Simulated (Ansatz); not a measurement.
Born–Oppenheimer molecular dynamics of C$_{2}$H$_{5}$S (8 atoms, charge 0, multiplicity 2). It starts from a relaxed structure.

The calculation used UHF/6-31G in Ansatz.

```json
{"ensemble": "NVT, Langevin thermostat", "time step": "0.5 fs", "steps asked": "400", "set temperature": "300 K", "friction": "0.005 /fs", "seed": "929520"}
```

Frames 5 fs apart, positions in Å, forces in eV/Å.

Velocities at 85 fs (Å/ps):

```
C 6.54 -3.84 5.49
S 0.30 -1.61 -3.79
C 5.19 2.29 -3.38
H -21.67 16.06 -8.03
H 0.30 1.02 10.87
H 14.24 -5.74 12.41
H 2.32 -10.79 4.84
H -5.16 3.96 -5.35
```

```xyz
8
Properties=species:S:1:pos:R:3:forces:R:3 time_fs=85 energy_less_start_eV=0.165 T=183
C -0.843 1.069 -0.667 0.42 -2.06 0.17
S 0.900 0.467 -0.770 -0.37 0.60 -0.26
C 0.965 -0.789 0.615 -0.87 -1.14 -0.54
H -1.622 0.298 -0.587 0.50 0.93 -0.07
H -1.001 2.107 -0.644 -0.29 0.72 -0.05
H 0.672 -0.285 1.535 0.16 -0.58 -0.24
H 1.989 -1.165 0.648 -0.45 0.30 0.13
H 0.283 -1.643 0.325 0.90 1.23 0.84
8
Properties=species:S:1:pos:R:3:forces:R:3 time_fs=90 energy_less_start_eV=0.181 T=190
C -0.806 1.043 -0.639 0.09 1.47 0.15
S 0.896 0.461 -0.789 0.06 0.25 -0.05
C 0.982 -0.782 0.594 0.80 0.98 0.53
H -1.663 0.432 -0.622 -0.35 -1.01 -0.02
H -1.006 2.110 -0.594 0.47 -0.44 -0.11
H 0.751 -0.358 1.544 -0.23 0.58 0.33
H 1.968 -1.183 0.675 0.51 -0.07 -0.42
H 0.309 -1.530 0.388 -1.35 -1.76 -0.41
8
Properties=species:S:1:pos:R:3:forces:R:3 time_fs=95 energy_less_start_eV=0.206 T=185
C -0.767 1.038 -0.611 -1.45 0.01 0.10
S 0.889 0.454 -0.807 0.73 -0.29 -0.04
C 1.004 -0.769 0.585 -1.27 -2.01 1.00
H -1.666 0.426 -0.645 0.76 -0.10 0.01
H -0.913 2.084 -0.554 0.00 0.60 -0.04
H 0.783 -0.340 1.570 0.28 0.22 -0.72
H 2.007 -1.203 0.610 -0.48 0.28 -0.24
H 0.234 -1.603 0.452 1.42 1.29 -0.06
8
Properties=species:S:1:pos:R:3:forces:R:3 time_fs=100 energy_less_start_eV=0.202 T=181
C -0.749 1.043 -0.581 -0.21 1.15 0.02
S 0.890 0.443 -0.824 1.03 -0.43 -0.18
C 1.016 -0.777 0.589 1.24 1.48 -0.29
H -1.562 0.363 -0.675 -0.45 0.13 0.08
H -0.816 2.125 -0.545 -0.59 -0.61 -0.05
H 0.849 -0.263 1.504 0.19 0.27 0.55
H 1.996 -1.181 0.508 0.57 -0.15 0.28
H 0.334 -1.530 0.486 -1.79 -1.84 -0.41
8
Properties=species:S:1:pos:R:3:forces:R:3 time_fs=105 energy_less_start_eV=0.199 T=150
C -0.739 1.061 -0.557 -0.32 -0.63 -0.22
S 0.902 0.425 -0.842 0.61 0.01 -0.29
C 1.035 -0.775 0.586 -0.48 -1.00 -0.36
H -1.537 0.340 -0.676 -0.07 0.69 0.21
H -0.839 2.119 -0.560 -0.47 0.23 -0.03
H 0.929 -0.180 1.496 -0.04 -0.81 -0.25
H 2.039 -1.183 0.476 -0.37 0.03 0.41
H 0.279 -1.614 0.460 1.13 1.49 0.53
8
Properties=species:S:1:pos:R:3:forces:R:3 time_fs=110 energy_less_start_eV=0.146 T=212
C -0.740 1.068 -0.537 -0.11 0.98 -0.18
S 0.921 0.408 -0.860 -0.31 0.42 -0.08
C 1.050 -0.771 0.575 1.84 1.42 0.14
H -1.581 0.428 -0.604 -0.32 -0.58 0.07
H -0.953 2.135 -0.568 0.56 -0.53 -0.02
H 1.002 -0.224 1.492 -0.29 0.16 0.29
H 2.037 -1.188 0.515 0.14 -0.31 -0.13
H 0.331 -1.500 0.511 -1.53 -1.56 -0.08
8
Properties=species:S:1:pos:R:3:forces:R:3 time_fs=115 energy_less_start_eV=0.189 T=155
C -0.742 1.078 -0.518 -0.37 -0.66 -0.21
S 0.937 0.393 -0.882 -0.92 0.53 0.35
C 1.076 -0.756 0.571 -1.01 -1.76 0.77
H -1.622 0.440 -0.505 0.68 -0.15 0.05
H -0.961 2.117 -0.581 0.52 0.47 -0.10
H 1.020 -0.265 1.532 0.05 0.46 -0.29
H 2.034 -1.265 0.522 -0.26 0.07 -0.25
H 0.239 -1.519 0.572 1.30 1.03 -0.32
8
Properties=species:S:1:pos:R:3:forces:R:3 time_fs=120 energy_less_start_eV=0.178 T=138
C -0.748 1.084 -0.502 1.37 0.47 -0.49
S 0.944 0.383 -0.899 -0.96 0.37 0.55
C 1.086 -0.768 0.578 1.03 0.99 0.30
H -1.564 0.405 -0.399 -0.19 0.04 0.04
H -0.839 2.162 -0.623 -0.21 -0.76 0.08
H 1.014 -0.229 1.517 0.42 0.10 -0.33
H 1.997 -1.334 0.489 0.28 0.26 0.06
H 0.304 -1.436 0.550 -1.74 -1.46 -0.21
8
Properties=species:S:1:pos:R:3:forces:R:3 time_fs=125 energy_less_start_eV=0.181 T=139
C -0.724 1.088 -0.498 1.25 -0.67 -0.31
S 0.943 0.374 -0.909 -0.62 0.25 0.32
C 1.094 -0.781 0.581 -1.34 -1.11 -1.35
H -1.530 0.403 -0.296 0.03 0.41 -0.04
H -0.777 2.139 -0.656 -0.55 0.16 0.03
H 1.066 -0.169 1.454 -0.06 -0.19 0.48
H 2.014 -1.336 0.476 0.00 0.16 0.13
H 0.226 -1.495 0.470 1.28 0.98 0.75
8
Properties=species:S:1:pos:R:3:forces:R:3 time_fs=130 energy_less_start_eV=0.123 T=239
C -0.676 1.085 -0.498 -0.24 0.50 -0.06
S 0.934 0.368 -0.918 -0.13 -0.04 0.25
C 1.091 -0.802 0.568 1.90 1.84 -0.38
H -1.500 0.469 -0.176 0.29 -0.02 -0.08
H -0.839 2.140 -0.677 0.15 -0.44 -0.02
H 1.103 -0.182 1.446 -0.33 -0.20 0.19
H 2.049 -1.294 0.499 -0.13 -0.15 -0.20
H 0.301 -1.455 0.496 -1.51 -1.49 0.31
8
Properties=species:S:1:pos:R:3:forces:R:3 time_fs=135 energy_less_start_eV=0.153 T=235
C -0.629 1.091 -0.499 -1.14 0.73 0.24
S 0.922 0.365 -0.929 0.55 -0.56 0.35
C 1.107 -0.802 0.552 -1.37 -0.95 0.44
H -1.411 0.525 -0.048 0.01 -0.51 0.14
H -0.888 2.106 -0.725 0.50 0.06 -0.28
H 1.068 -0.239 1.481 0.07 0.02 -0.39
H 2.064 -1.294 0.477 -0.11 -0.04 -0.18
H 0.260 -1.568 0.581 1.49 1.24 -0.32
8
Properties=species:S:1:pos:R:3:forces:R:3 time_fs=140 energy_less_start_eV=0.176 T=219
C -0.603 1.106 -0.492 -1.52 0.40 0.62
S 0.912 0.358 -0.940 0.99 -0.90 0.33
C 1.109 -0.812 0.541 1.46 1.08 -0.15
H -1.287 0.521 0.116 0.15 0.49 -0.33
H -0.837 2.108 -0.808 0.06 -0.31 0.02
H 1.048 -0.286 1.477 0.43 0.53 -0.05
H 2.071 -1.282 0.407 0.06 0.13 0.17
H 0.388 -1.547 0.603 -1.64 -1.42 -0.61
```

Of the whole run (200 fs, mean temperature of the second half 235 K): The mean temperature of the second half is 22 % below the set value. A run of 0.2 ps of so small a system gives no equilibrium averages. Limits of this set-up: no polarisation functions.

Time of the run: 4.5 min on 1 thread of Arm Neoverse V1 (shared host), peak memory 0.088 GiB.
